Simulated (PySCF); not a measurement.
# One molecule, a ladder of functionals, a line

Molecule: `p12p3p1p23`, P$_{4}$.

Geometry:
```tsv
atom	x (Å)	y (Å)	z (Å)
P1	1.247	-0.239	-0.545
P2	-0.422	1.190	-0.409
P3	-0.825	-0.974	-0.448
P4	0.104	-0.058	1.326
```

GIAO shieldings (ppm, equivalent atoms averaged) in PySCF on the PBE0-D3(BJ)/def2-SVP geometry, basis pcSseg-2, gas phase, non-relativistic:

```csv
functional,exact exchange (%),σ(P1/P2/P3/P4)
BLYP,0,829.1
BP86,0,838.9
PBE,0,844.8
B3LYP,20,849.9
mPW1PW91,25,864.4
BHandHLYP,50,880.2
HF,100,928.0
```

(1) Fit each shielding as a line in the percentage of exact exchange.

(2) What does the line predict for PBE0 (25 %), and what does the run give?

Answers

(1) σ(P1/P2/P3/P4) = 837.1 + 0.90 x (rms 5.1 ppm). The functionals also differ in their semilocal parts, which the line can't hold; Hartree–Fock has no correlation at all.

(2) σ(P1/P2/P3/P4): 859.6 predicted, 868.9 computed ppm.
